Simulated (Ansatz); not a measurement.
The input, for Ansatz 0.2.0:

```yaml
crystal:
  periodic: [false, false, false]
  atoms:
    - {symbol: P, position_ang: [0.064578, -0.273439, 2.617083]}
    - {symbol: Ge, position_ang: [-0.100335, -0.251036, 0.622718]}
    - {symbol: S, position_ang: [-0.023679, -0.379750, -1.560762]}
    - {symbol: H, position_ang: [0.059436, 0.904225, -1.679039]}
basis:
  gaussian: {orbitals: cc-pVDZ}
magnetization: {spin_polarized: false}
correlation: {method: mp2, electrons: outside_noble_gas}
```

```sh
$ ansatz run in.yaml --threads 1 --pin off --events-out ev --progress --plain --max-ram 2393MiB
```

(1) Roughly how long does this take on 1 thread of Intel Xeon, shared host, and how much host memory?

```
759 factors; integrals over basis functions are off by at most 8.2e-4 eV
mean field evaluation 1: about -76575.2914 eV, gradient 1.9e1 eV
mean field evaluation 2: about -76575.3000 eV, gradient 1.9e1 eV
mean field evaluation 4: about -76576.8759 eV, gradient 2.5e0 eV
mean field evaluation 8: about -76576.9391 eV, gradient 1.7e-1 eV
mean field -76576.93974823 eV, -2814.1506300335 hartree, gradient 3.7e-6 eV, S^2 0.000000; 0 other end points of the search recorded, 0 dependent functions left out; unrestricted orbitals would lower it
mean field evaluation 16: about -76577.0548 eV, gradient 7.2e-1 eV
24 core orbitals not correlated: weight in the atoms' cores, before any rotation towards them, 0.998 or more for the frozen orbitals, at most 0.001 for the correlated occupied ones
reference -76576.93974823 eV, -2814.1506300335 hartree; 8, 8 occupied and 36, 36 virtual orbitals, 759 factors
second order -9.16055664 eV of doubles, -0.00000000 eV of singles
Total energy: -76586.10030487 eV, -2814.4872742806 hartree
```

Results:

(1) 7.5 s wall and 0.15 GiB.
